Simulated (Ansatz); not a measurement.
Ansatz (a first-principles code) input:

Ansatz 0.2 input:
```yaml
crystal:
  periodic: [false, false, false]
  atoms:
    - {symbol: C, position_ang: [0.78795820, 1.54784882, 0.21221775]}
    - {symbol: C, position_ang: [0.28902993, 0.60427555, -0.58651723]}
    - {symbol: C, position_ang: [-0.62032961, -0.41667002, -0.24222137]}
    - {symbol: C, position_ang: [-0.41497079, -1.63558151, 0.34267517]}
    - {symbol: H, position_ang: [1.51309580, 2.29090719, -0.13309180]}
    - {symbol: H, position_ang: [0.52049195, 1.65172282, 1.27959290]}
    - {symbol: H, position_ang: [-1.64428815, -0.23030318, -0.58744657]}
    - {symbol: H, position_ang: [0.57097782, -1.94120393, 0.67658602]}
    - {symbol: H, position_ang: [-1.21040375, -2.37036004, 0.40743355]}
basis:
  gaussian:
    orbitals: aug-cc-pVDZ
total_charge: -1
magnetization: {spin_polarized: false}
correlation: {method: ccsd_t, electrons: outside_noble_gas}
output: {forces: true}
```

**Question.** Predict the final energy.

**Answer.** -154.91851 Eh (CCSD(T)/aug-cc-pVDZ). The basis has 137 functions. The run takes very roughly 5 core-minutes.

It need not be the lowest isomer of its formula. Whether it binds its extra electron was not tested at this geometry.
